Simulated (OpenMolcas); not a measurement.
# SiHCl (SMILES [SiH]Cl), step by step

Wanted: a series of 8 runs (HF/cc-pVTZ, CASSCF(12,9)/cc-pVTZ, CASPT2(12,9)/cc-pVTZ, CASPT2[IPEA 0](12,9)/cc-pVTZ, SC-NEVPT2(12,9)/cc-pVTZ, PC-NEVPT2(12,9)/cc-pVTZ, MC-PDFT[tPBE](12,9)/cc-pVTZ, MC-PDFT[ftPBE](12,9)/cc-pVTZ) of SiHCl. 

The calculation is run with OpenMolcas 26.06.

### Step 1. Starting point

SiHCl: 3 atoms, total charge 0, spin state singlet. As SMILES, `[SiH]Cl`. Geometry: relaxed at PBE0-D4/def2-TZVP.

Bond lengths: Si1–Cl2 2.077 Å, Si1–H3 1.529 Å. Angles: Cl2–Si1–H3 94.7°.

### Step 2. A single-point energy at HF/cc-pVTZ (run 1)

The input, step1.inp:

```
&GATEWAY
  BasLib
  $CurrDir
  BasisSet
  Si.cc-pVTZ....
  Si1 -0.548300 0.570970 -0.233910 angstrom
  End of Basis
  BasisSet
  Cl.cc-pVTZ....
  Cl2 1.275420 0.352820 0.736230 angstrom
  End of Basis
  BasisSet
  H.cc-pVTZ....
  H3 -0.727130 -0.923790 -0.502320 angstrom
  End of Basis

&SEWARD

&SCF
  PrOrbitals
  1
```

The basis set cc-pVTZ is read from a file made from the Basis Set Exchange's data (not shown).

Started as:

```sh
$ export MOLCAS_MEM=1860
$ pymolcas step1.inp > step1.log
```

What it wrote:

```text
--- Start Module: gateway ---
[...]
--- Stop Module: gateway /rc=_RC_ALL_IS_WELL_ ---
--- Start Module: seward ---
[...]
      Basis functions           82
--- Stop Module: seward /rc=_RC_ALL_IS_WELL_ ---
[...]
--- Start Module: scf ---
[...]
       Convergence after  10 Iterations
[...]
::    Total SCF energy                               -749.0410423332
[...]
      Total spin, S                                     0.0000000000
[...]
      Total electronic charge=   32.000000
      Total            charge=   -0.000000
[...]
      Dipole Moment (debye):
      Origin of the operator (angstrom)=    0.4461    0.4281    0.2923
                   X= -1.0773E+00               Y= -2.0405E-01               Z= -6.1112E-01           Total=  1.2552E+00
      Quadrupole Moment (debye*angstrom):
[...]
--- Stop Module: scf /rc=_RC_ALL_IS_WELL_ ---
[...]
```

Run time: 8.1 s. Hardware: 1 thread of AMD EPYC 7R43 (Zen 3), shared host; peak memory 0.45 GiB.

### Step 3. The energy at CASSCF(12,9)/cc-pVTZ (run 2)

The input, step2.inp:

```
* ClHSi CASSCF
&GATEWAY
BasLib
$CurrDir
BasisSet
Si.cc-pVTZ....
Si1 -0.548300 0.570970 -0.233910 angstrom
End of Basis
BasisSet
Cl.cc-pVTZ....
Cl2 1.275420 0.352820 0.736230 angstrom
End of Basis
BasisSet
H.cc-pVTZ....
H3 -0.727130 -0.923790 -0.502320 angstrom
End of Basis
&SEWARD
&RASSCF
FileOrb
$CurrDir/step1.ScfOrb
Spin
1
Nactel
12 0 0
Inactive
10
Ras2
9
OrbListing
NoCore
```

The basis set cc-pVTZ is read from a file made from the Basis Set Exchange's data (not shown).

Started as:

```sh
$ export MOLCAS_MEM=1860
$ pymolcas step2.inp > step2.log
```

What it wrote:

```text
--- Start Module: gateway ---
[...]
--- Stop Module: gateway /rc=_RC_ALL_IS_WELL_ ---
--- Start Module: seward ---
[...]
      Basis functions           82
--- Stop Module: seward /rc=_RC_ALL_IS_WELL_ ---
[...]
--- Start Module: rasscf ---
[...]
      Number of active orbitals                  9
[...]
      Spin quantum number                      0.0
[...]
      Active orbitals                            9
[...]
      Number of CSFs                          2520
[...]
      Number of root(s) required                 1
[...]
      Convergence after 21 iterations
[...]
      printout of CI-coefficients larger than  0.05 for root  1
      energy=    -749.092104
      conf/sym  111111111     Coeff  Weight
             1  222222000  -0.96660 0.93432
             4  222220200   0.20681 0.04277
           581  220222002   0.06976 0.00487
           705  202222020   0.05122 0.00262
      Natural orbitals and occupation numbers for root  1
      sym 1:   1.999246   1.984850   1.979883   1.996270   1.997974   1.908364   0.091454   0.018676   0.023282
      ************************************************************************************************************************
      *                                                    Final results                                                     *
[...]
::    RASSCF root number  1 Total energy:   -749.09210429
[...]
      Total electronic charge=   32.000000
      Total            charge=   -0.000000
[...]
      Dipole Moment (debye):
      Origin of the operator (angstrom)=    0.4461    0.4281    0.2923
                   X= -1.0641E+00               Y= -1.4438E-01               Z= -5.9711E-01           Total=  1.2287E+00
      Quadrupole Moment (debye*angstrom):
[...]
--- Stop Module: rasscf /rc=_RC_ALL_IS_WELL_ ---
[...]
```

Run time: 17 s. Hardware: 1 thread of AMD EPYC 7R43 (Zen 3), shared host; peak memory 0.45 GiB.

Run 3 isn't shown in full; the table further down has it.

### Step 4. The energy at CASPT2[IPEA 0](12,9)/cc-pVTZ (run 4)

The input, step4.inp:

```
>>> EXPORT MOLCAS_PRINT=2

&GATEWAY
 BasLib = $CurrDir
 BasisSet
 Si.cc-pVTZ....
 Si1 -0.548300 0.570970 -0.233910 angstrom
 End of Basis
 BasisSet
 Cl.cc-pVTZ....
 Cl2 1.275420 0.352820 0.736230 angstrom
 End of Basis
 BasisSet
 H.cc-pVTZ....
 H3 -0.727130 -0.923790 -0.502320 angstrom
 End of Basis

&SEWARD

&RASSCF
 FileOrb = $CurrDir/step2.RasOrb
 Spin = 1
 Nactel = 12 0 0
 Inactive = 10
 Ras2 = 9
 OrbListing = NoCore

&CASPT2
 IPEA = 0
 Imaginary = 0.1
 Frozen = 10
```

The basis set cc-pVTZ is read from a file made from the Basis Set Exchange's data (not shown).

Started as:

```sh
$ export MOLCAS_MEM=1860
$ pymolcas step4.inp > step4.log
```

What it wrote:

```text
--- Start Module: gateway ---
[...]
--- Stop Module: gateway /rc=_RC_ALL_IS_WELL_ ---
[...]
      Basis functions           82
[...]
--- Start Module: rasscf ---
[...]
      Number of active orbitals                  9
[...]
      Spin quantum number                      0.0
[...]
      Active orbitals                            9
[...]
      Number of CSFs                          2520
[...]
      Number of root(s) required                 1
[...]
      Convergence after  6 iterations
[...]
      printout of CI-coefficients larger than  0.05 for root  1
      energy=    -749.092104
      conf/sym  111111111     Coeff  Weight
             1  222222000   0.96660 0.93431
             4  222220200  -0.20683 0.04278
           581  220222002  -0.06975 0.00486
           705  202222020  -0.05120 0.00262
      Natural orbitals and occupation numbers for root  1
      sym 1:   1.999245   1.984851   1.979885   1.996269   1.997975   1.908356   0.091465   0.018673   0.023281
      ************************************************************************************************************************
      *                                                    Final results                                                     *
[...]
::    RASSCF root number  1 Total energy:   -749.09210430
[...]
      Total electronic charge=   32.000000
      Total            charge=   -0.000000
[...]
      Dipole Moment (debye):
      Origin of the operator (angstrom)=    0.4461    0.4281    0.2923
                   X= -1.0640E+00               Y= -1.4429E-01               Z= -5.9702E-01           Total=  1.2285E+00
      Quadrupole Moment (debye*angstrom):
[...]
--- Stop Module: rasscf /rc=_RC_ALL_IS_WELL_ ---
[...]
--- Start Module: caspt2 ---
[...]
 ###    WARNING: User changed nr of frozen orbitals.                         ###
 ###############################################################################
[...]
      E2 (Variational):          -0.2470214890
      Total energy:            -749.3391257847
[...]
      Reference weight:           0.91189
[...]
::    CASPT2 Root  1     Total energy:   -749.33912578
[...]
--- Stop Module: caspt2 /rc=_RC_ALL_IS_WELL_ ---
[...]
```

Run time: 13 s. Hardware: 1 thread of AMD EPYC 7R43 (Zen 3), shared host; peak memory 0.45 GiB.

Runs 5 to 7 aren't shown in full; the table further down has their settings and results.

### Step 5. The energy at MC-PDFT[ftPBE](12,9)/cc-pVTZ (run 8)

The input, step8.input:

```
>>> EXPORT MOLCAS_PRINT=2

&GATEWAY
 BASLIB=$CurrDir
 BASISSET
 Si.cc-pVTZ....
 Si1 -0.548300 0.570970 -0.233910 angstrom
 End of Basis
 BASISSET
 Cl.cc-pVTZ....
 Cl2 1.275420 0.352820 0.736230 angstrom
 End of Basis
 BASISSET
 H.cc-pVTZ....
 H3 -0.727130 -0.923790 -0.502320 angstrom
 End of Basis

&SEWARD

&RASSCF
 FILEORB=$CurrDir/step2.RasOrb
 SPIN=1
 NACTEL=12 0 0
 INACTIVE=10
 RAS2=9
 ORBLISTING=NoCore

&MCPDFT
 KSDFT=FT:PBE
```

The basis set cc-pVTZ is read from a file made from the Basis Set Exchange's data (not shown).

Started as:

```sh
$ export MOLCAS_MEM=1860
$ pymolcas step8.input > step8.log
```

What it wrote:

```text
--- Start Module: gateway ---
[...]
--- Stop Module: gateway /rc=_RC_ALL_IS_WELL_ ---
[...]
      Basis functions           82
[...]
--- Start Module: rasscf ---
[...]
      Number of active orbitals                  9
[...]
      Spin quantum number                      0.0
[...]
      Active orbitals                            9
[...]
      Number of CSFs                          2520
[...]
      Number of root(s) required                 1
[...]
      Convergence after  6 iterations
[...]
      printout of CI-coefficients larger than  0.05 for root  1
      energy=    -749.092104
      conf/sym  111111111     Coeff  Weight
             1  222222000   0.96660 0.93431
             4  222220200  -0.20683 0.04278
           581  220222002  -0.06975 0.00486
           705  202222020  -0.05120 0.00262
      Natural orbitals and occupation numbers for root  1
      sym 1:   1.999245   1.984851   1.979885   1.996269   1.997975   1.908356   0.091465   0.018673   0.023281
      ************************************************************************************************************************
      *                                                    Final results                                                     *
[...]
::    RASSCF root number  1 Total energy:   -749.09210430
[...]
      Total electronic charge=   32.000000
      Total            charge=   -0.000000
[...]
      Dipole Moment (debye):
      Origin of the operator (angstrom)=    0.4461    0.4281    0.2923
                   X= -1.0640E+00               Y= -1.4429E-01               Z= -5.9702E-01           Total=  1.2285E+00
      Quadrupole Moment (debye*angstrom):
[...]
--- Stop Module: rasscf /rc=_RC_ALL_IS_WELL_ ---
[...]
--- Start Module: mcpdft ---
[...]
 ###    WARNING: Deprecation warning: KSDF should be replaced                ###
 ###    with FUNC keyword                                                    ###
 ###############################################################################
[...]
::    MCPDFT root number  1 Total energy:   -750.11278522
--- Stop Module: mcpdft /rc=_RC_ALL_IS_WELL_ ---
[...]
```

Run time: 11 s. Hardware: 1 thread of AMD EPYC 7R43 (Zen 3), shared host; peak memory 0.45 GiB.

### Step 6. All runs side by side

| run | level | active rule | inactive | energy (Eh) | dipole moment (D) of the reference | wall time |
| --- | --- | --- | --- | --- | --- | --- |
| 1 | HF/cc-pVTZ | – | – | -749.041042 | 1.26 | 8.1 s |
| 2 | CASSCF(12,9)/cc-pVTZ | full valence | 10 | -749.092104 | 1.23 | 17 s |
| 3 | CASPT2(12,9)/cc-pVTZ | full valence | 10 | -749.337880 | 1.23 | 12 s |
| 4 | CASPT2[IPEA 0](12,9)/cc-pVTZ | full valence | 10 | -749.339126 | 1.23 | 13 s |
| 5 | SC-NEVPT2(12,9)/cc-pVTZ | full valence | 10 | -749.308714 | 1.23 | 14 s |
| 6 | PC-NEVPT2(12,9)/cc-pVTZ | full valence | 10 | -749.312426 | 1.23 | 14 s |
| 7 | MC-PDFT[tPBE](12,9)/cc-pVTZ | full valence | 10 | -749.953783 | 1.23 | 11 s |
| 8 | MC-PDFT[ftPBE](12,9)/cc-pVTZ | full valence | 10 | -750.112785 | 1.23 | 11 s |

### Step 7. Summary of results

| quantity | value |
| --- | --- |
| run 8, MC-PDFT[ftPBE](12,9)/cc-pVTZ: total energy | -750.11279 Eh |
| run 8, MC-PDFT[ftPBE](12,9)/cc-pVTZ: dipole moment (CASSCF density) | 1.23 D |

In words: Below the HF energy at the same shape and in the same basis (cc-pVTZ): CASSCF(12,9) -51.1 mEh; CASPT2(12,9) -296.8 mEh; CASPT2[IPEA 0](12,9) -298.1 mEh; SC-NEVPT2(12,9) -267.7 mEh; PC-NEVPT2(12,9) -271.4 mEh. Active-space methods hold only the correlation inside their space unless a perturbation or CI step follows. All runs together took 1.7 min, the longest 17 s.
